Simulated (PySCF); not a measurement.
Two structures of BNH3Cl, closed shell, reached by relaxing down either side of one saddle point (PBE0-D4/def2-TZVP). Energies are electronic, without zero-point energy. PySCF 2.14 with density fitting (its default auxiliary sets; JK sets also for MP2 and CCSD(T)); basis: def2-TZVPP and def2-QZVPP; cores frozen in the correlated methods. Extrapolation: Hartree–Fock as exp(−7.88 √X), correlation as X^−2.97. First:

```
atom    x (Å)    y (Å)    z (Å)
  B1  -0.5818   0.1058  -0.2085
  H2  -0.9391   0.6356  -1.2135
  N3   0.7596  -0.0457   0.0905
  H4   1.4851   0.2827  -0.5227
 Cl5  -1.8043  -0.4961   0.9177
  H6   1.0898  -0.4886   0.9316
```

Second:

```xyz
6
angstrom
B -0.7143 -0.2227 0.8923
H 0.4834 0.6325 -2.3713
N 0.4553 -0.3577 1.2613
H 0.7153 0.4390 -1.6883
Cl -2.3132 -0.0336 0.3761
H 1.3875 -0.4732 1.5760
```

**Question.** Which bonds change from the first to the second?

**Answer.** BNH₃Cl ([NH2][BH][Cl]) → BNHCl ([NH][B][Cl]) + H₂; bonds formed: H2–H4; bonds broken: B1–H2, N3–H4.

**Question.** Give the saddle point's structure and its height above each. (To be estimated.)

**Answer.** By the calculation: 80.95 kcal/mol above the first and 34.01 kcal/mol above the second (CCSD(T) at an estimated basis limit (MP2 extrapolated from triple and quadruple zeta, plus CCSD(T) − MP2 in triple zeta)).
| atom | x (Å) | y (Å) | z (Å) |
| --- | --- | --- | --- |
| B1 | -0.3594 | -0.0638 | 0.0235 |
| H2 | -0.3986 | 0.5600 | -1.2101 |
| N3 | 0.9182 | -0.3829 | 0.2192 |
| H4 | 0.4761 | 0.5534 | -0.8431 |
| Cl5 | -1.9619 | 0.0175 | 0.7163 |
| H6 | 1.3254 | -0.6842 | 1.0940 |

No T1 diagnostic of these runs exceeds 0.015.

Labels in which every atom is bracketed show which atoms are joined, not bond orders.

For scale, one of the runs: CCSD(T)/def2-TZVPP, 146 basis functions, launched by `OMP_NUM_THREADS=4 python run.py`. Hardware: 4 CPU threads of an Arm Neoverse V2, shared host. Wall time 75 s; peak host memory 0.87 GiB.
